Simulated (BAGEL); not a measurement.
# C2H4O2 (SMILES C=C(O)O): levels of theory compared

Wanted: a comparison of 4 runs (HF/STO-3G, HF/3-21G, HF/6-31G*, HF/cc-pVDZ) of C2H4O2. 

The calculation is run with BAGEL 1.2.2.

9 further runs of the same task are left out: 9 set aside as unsound or not needed.

### 1 The system as given

C2H4O2: 8 atoms, total charge 0, spin state singlet. As SMILES, `C=C(O)O`. The C1–C2 distance was set to 2.927 Å, away from the relaxed value. At this shape a bond of the SMILES string is far longer than usual.

Bond lengths: C2–O3 1.339 Å, C2–O4 1.354 Å, C1–H5 1.079 Å, C1–H6 1.080 Å, O3–H7 0.963 Å, O4–H8 0.961 Å. Angles: O3–C2–O4 110.4°, C2–O3–H7 108.1°, C2–O4–H8 109.2°, H5–C1–H6 119.3°.

### 2 The energy at HF/STO-3G (density fitting with qzvpp-jkfit) (run 1)

input.json reads:

```json
{ "bagel" : [

{
  "title" : "molecule",
  "basis" : "sto-3g",
  "df_basis" : "qzvpp-jkfit",
  "angstrom" : true,
  "geometry" : [
    { "atom" : "C", "xyz" : [      -2.167861,       0.605000,      -1.525640 ] },
    { "atom" : "C", "xyz" : [       0.226400,       0.062700,       0.067600 ] },
    { "atom" : "O", "xyz" : [       1.269600,       0.899800,       0.139400 ] },
    { "atom" : "O", "xyz" : [       0.450100,      -1.036800,       0.824600 ] },
    { "atom" : "H", "xyz" : [      -2.239961,       1.518800,      -2.094140 ] },
    { "atom" : "H", "xyz" : [      -2.985661,      -0.100300,      -1.552840 ] },
    { "atom" : "H", "xyz" : [       1.929700,       0.505200,       0.718800 ] },
    { "atom" : "H", "xyz" : [      -0.308000,      -1.624300,       0.759300 ] }
  ]
},

{
  "title" : "hf"
},

{
  "title" : "print",
  "file" : "orbitals.molden",
  "orbitals" : true
}

]}
```

On the command line:

```console
$ BAGEL_NUM_THREADS=1 BAGEL input.json > input.out
```

The program printed:

```text
* using 1 threads per process

  ===============================================================
  ===============================================================

  *** Geometry ***

  { "atom" : "C", "xyz" : [     -4.096664,      1.143284,     -2.883042 ] },
  { "atom" : "C", "xyz" : [      0.427834,      0.118486,      0.127745 ] },
  { "atom" : "O", "xyz" : [      2.399196,      1.700376,      0.263428 ] },
[... 4 lines of this table left out ...]
  { "atom" : "H", "xyz" : [     -0.582036,     -3.069482,      1.434869 ] },

  Number of auxiliary basis functions:      376

  Since a DF basis is specified, we compute 2- and 3-index integrals:
    o Being stored without compression. Storage requirement is 0.002 GB

  Number of basis functions:       24
  Number of electrons      :       32

    * METHOD: MOLECULE                             0.12

  *** RHF ***

  === Nuclear Repulsion ===
   102.1490969235

      * DIIS with orbital gradients will be used.

  === RHF iteration (sto-3g) ===
      0       -224.46935264          0.01420111           0.01
      1       -224.50729932          0.00521088           0.01
      2       -224.51166723          0.00130779           0.01
[... 11 lines of this table left out ...]
     14       -224.51254125          0.00000001           0.01
    * SCF iteration converged.

    * Permanent dipole moment:
           (    0.369447,     0.527791,    -0.107217) a.u.

    * METHOD: HF                                   0.20

    * METHOD: PRINT                                0.00

  ===============================================================
```

It took 1.7 s on 1 thread of Intel Xeon Platinum 8488C (Sapphire Rapids), shared host; peak memory 0.08 GiB.

### 3 A single-point energy at HF/3-21G (density fitting with qzvpp-jkfit) (run 2)

input.json, as its differences from that of step 2:

```diff
@@ -4,3 +4,3 @@
   "title" : "molecule",
-  "basis" : "sto-3g",
+  "basis" : "3-21g",
   "df_basis" : "qzvpp-jkfit",
@@ -19,11 +19,5 @@
 
-{
-  "title" : "hf"
-},
+{ "title" : "hf" },
 
-{
-  "title" : "print",
-  "file" : "orbitals.molden",
-  "orbitals" : true
-}
+{ "title" : "print", "file" : "orbitals.molden", "orbitals" : true }
```

On the command line:

```console
$ BAGEL_NUM_THREADS=1 BAGEL input.json > input.out
```

The program printed:

```text
* using 1 threads per process

  ===============================================================
  ===============================================================

  *** Geometry ***

  { "atom" : "C", "xyz" : [     -4.096664,      1.143284,     -2.883042 ] },
  { "atom" : "C", "xyz" : [      0.427834,      0.118486,      0.127745 ] },
  { "atom" : "O", "xyz" : [      2.399196,      1.700376,      0.263428 ] },
[... 4 lines of this table left out ...]
  { "atom" : "H", "xyz" : [     -0.582036,     -3.069482,      1.434869 ] },

  Number of auxiliary basis functions:      376

  Since a DF basis is specified, we compute 2- and 3-index integrals:
    o Being stored without compression. Storage requirement is 0.006 GB

  Number of basis functions:       44
  Number of electrons      :       32

    * METHOD: MOLECULE                             0.18

  *** RHF ***

  === Nuclear Repulsion ===
   102.1490969235

      * DIIS with orbital gradients will be used.

  === RHF iteration (3-21g) ===
      0       -226.14236776          0.02743656           0.02
      1       -226.22674096          0.01571906           0.02
      2       -226.25510736          0.00165926           0.02
[... 10 lines of this table left out ...]
     13       -226.25642422          0.00000001           0.02
    * SCF iteration converged.

    * Permanent dipole moment:
           (    0.601179,     0.670450,    -0.065684) a.u.

    * METHOD: HF                                   0.46

    * METHOD: PRINT                                0.01

  ===============================================================
```

Wall time 2 s (1 thread of Intel Xeon Platinum 8488C (Sapphire Rapids), shared host); peak memory 0.08 GiB.

Run 3 isn't shown in full; the table further down has it.

### 4 A single-point energy at HF/cc-pVDZ (density fitting with qzvpp-jkfit) (run 4)

hf.json reads:

```json
{ "bagel" : [

{
  "title" : "molecule",
  "basis" : "cc-pvdz.json",
  "df_basis" : "qzvpp-jkfit",
  "angstrom" : true,
  "geometry" : [
    { "atom" : "C", "xyz" : [      -2.167861,       0.605000,      -1.525640 ] },
    { "atom" : "C", "xyz" : [       0.226400,       0.062700,       0.067600 ] },
    { "atom" : "O", "xyz" : [       1.269600,       0.899800,       0.139400 ] },
    { "atom" : "O", "xyz" : [       0.450100,      -1.036800,       0.824600 ] },
    { "atom" : "H", "xyz" : [      -2.239961,       1.518800,      -2.094140 ] },
    { "atom" : "H", "xyz" : [      -2.985661,      -0.100300,      -1.552840 ] },
    { "atom" : "H", "xyz" : [       1.929700,       0.505200,       0.718800 ] },
    { "atom" : "H", "xyz" : [      -0.308000,      -1.624300,       0.759300 ] }
  ]
},

{
  "title" : "hf"
},

{
  "title" : "print",
  "file" : "orbitals.molden",
  "orbitals" : true
}

]}
```

The basis set cc-pVDZ is read from a file made from the Basis Set Exchange's data (not shown).

On the command line:

```console
$ BAGEL_NUM_THREADS=1 BAGEL hf.json > hf.out
```

The program printed:

```text
* using 1 threads per process

  ===============================================================
  ===============================================================

  *** Geometry ***

  { "atom" : "C", "xyz" : [     -4.096664,      1.143284,     -2.883042 ] },
  { "atom" : "C", "xyz" : [      0.427834,      0.118486,      0.127745 ] },
  { "atom" : "O", "xyz" : [      2.399196,      1.700376,      0.263428 ] },
[... 4 lines of this table left out ...]
  { "atom" : "H", "xyz" : [     -0.582036,     -3.069482,      1.434869 ] },

  Number of auxiliary basis functions:      376

  Since a DF basis is specified, we compute 2- and 3-index integrals:
    o Being stored without compression. Storage requirement is 0.017 GB

  Number of basis functions:       76
  Number of electrons      :       32

    * METHOD: MOLECULE                             0.18

  *** RHF ***

  === Nuclear Repulsion ===
   102.1490969235

      * DIIS with orbital gradients will be used.

  === RHF iteration (cc-pvdz.json) ===
      0       -227.34486279          0.01704196           0.03
      1       -227.48997110          0.01175855           0.04
      2       -227.55974192          0.00149691           0.05
[... 13 lines of this table left out ...]
     16       -227.56245809          0.00000000           0.04
    * SCF iteration converged.

    * Permanent dipole moment:
           (    0.391951,     0.595409,    -0.134160) a.u.

    * METHOD: HF                                   0.88

    * METHOD: PRINT                                0.01

  ===============================================================
```

Run time: 2.4 s. Hardware: 1 thread of Intel Xeon Platinum 8488C (Sapphire Rapids), shared host; peak memory 0.08 GiB.

### 5 All runs side by side

| run | level | energy (Eh) | dipole moment (D) | HOMO energy (eV) | LUMO energy (eV) | wall time |
| --- | --- | --- | --- | --- | --- | --- |
| 1 | HF/STO-3G (density fitting with qzvpp-jkfit) | -224.512541 | 1.66 | -5.96 | 6.83 | 1.7 s |
| 2 | HF/3-21G (density fitting with qzvpp-jkfit) | -226.256424 | 2.29 | -7.80 | 2.69 | 2 s |
| 3 | HF/6-31G* (density fitting with qzvpp-jkfit, spherical functions) | -227.524517 | 2.00 | -8.06 | 2.57 | 2.2 s |
| 4 | HF/cc-pVDZ (density fitting with qzvpp-jkfit) | -227.562458 | 1.84 | -8.17 | 2.30 | 2.4 s |

### 6 Summary of results

| quantity | value |
| --- | --- |
| run 4: total energy | -227.56246 Eh |
| run 4: dipole moment | 1.84 D |
| run 4: HOMO energy | -8.17 eV |
| run 4: LUMO energy | 2.30 eV |
| run 4: HOMO–LUMO gap | 10.47 eV |

**Reading.** The dipole moment (its size) runs from 1.66 D (HF/STO-3G) to 2.29 D (HF/3-21G). The HOMO–LUMO gap runs from 10.47 eV (HF/cc-pVDZ) to 12.79 eV (HF/STO-3G). In run 1 the basis is minimal, so the values are rough. In runs 1, 2, 3, 4 a closed-shell determinant meets a far-stretched bond, which it describes badly. All runs together took 8.3 s, the longest 2.4 s.
